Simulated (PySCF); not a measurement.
Basis and Hamiltonian dependence of the ionisation energy of O

O [He] 2s2 2p4 (3P) → O+ [He] 2s2 2p3 (4S). Calculated with PySCF 2.14 from differences of total energies of unrestricted determinants, without spin-orbit coupling. Values in eV.

```
                                                           basis       Hamiltonian  functions     UHF     PBE    PBE0  MP2 (valence)  CCSD(T) (valence)  CCSD(T) (valence and next inner shell)
                                                      x2c-SVPall     spin-free X2C         14  12.072  13.884     n/a         12.953             12.969                                     n/a
                                                        def2-SVP  non-relativistic         14  12.083  13.895  13.775         12.963             12.979                                     n/a
                                                          6-31G*  non-relativistic         14  12.030  13.870  13.739         12.965             12.981                                     n/a
                                                         cc-pVDZ  non-relativistic         14  11.965  13.792  13.667         12.838             12.848                                     n/a
                                                   jorge-DZP-DKH     spin-free X2C         15  11.988  13.941     n/a         12.839             12.870                                     n/a
                                                      cc-pVTZ-DK     spin-free X2C         30  12.001     n/a     n/a         13.240             13.305                                     n/a
                                                       def2-TZVP  non-relativistic         31  12.017  14.023     n/a         13.258             13.330                                     n/a
  x2c-TZVPPall with one added diffuse shell each of s, p, d type     spin-free X2C         40  12.015  14.039  13.829         13.277             13.356                                  13.365
                                                     aug-cc-pVTZ  non-relativistic         46  12.034  14.065  13.853         13.336             13.419                                     n/a
                                                 aug-cc-pCVTZ-DK     spin-free X2C         59  12.022  14.058  13.845         13.335             13.418                                  13.433
aug-cc-pVTZ with one added diffuse shell each of s, p, d, f type  non-relativistic         62  12.032  14.063  13.852         13.335             13.419                                     n/a
                                                     dyall-acv3z  non-relativistic         76  12.020  14.058  13.844         13.337             13.422                                  13.434
                                                  aug-cc-pVQZ-DK     spin-free X2C         80  12.015  14.055  13.840         13.425             13.505                                     n/a
                                                   aug-cc-pwCVQZ  non-relativistic        109  12.024  14.064  13.850         13.446                n/a                                     n/a
```

Frozen in the all-electron rows: valence: 1s2; valence and next inner shell: nothing.

Reference for a calculation without spin-orbit coupling: 13.608 eV (measured, between term centres; NIST).
